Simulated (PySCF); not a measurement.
**Relaxation of doublet S₂F**

Level of theory: UPBE0 in PySCF with S def2-TZVP, F def2-TZVP; no relativity; density-fitted integrals. A (50,194) grid was used.

A hand-made bent start, of Cs symmetry, held to at least that symmetry:

```xyz
3
charge 0 multiplicity 2, angstrom
S     0.2803    0.0000   -0.6351
S    -1.2597    0.0000    0.4432
F     1.6483    0.0000    0.3228
```

Task: What forces act on the atoms at the start (eV/Å)?

Result: 
| atom | Fx | Fy | Fz |
| --- | --- | --- | --- |
| S1 | 0.71 | 0.00 | 0.40 |
| S2 | 0.10 | 0.00 | 0.04 |
| F3 | -0.81 | 0.00 | -0.44 |

Task: What does it relax to?

Result: It ends at Cs with S–F 1.625 Å, S–S 1.883 Å; F–S–S 108.8° (after a last refinement on a finer grid). A frequency run shows a minimum. Other isomers or separated fragments may lie lower.

Task: How much energy is released, and in how many steps?

Result: 2.3 kJ/mol in 3 steps.
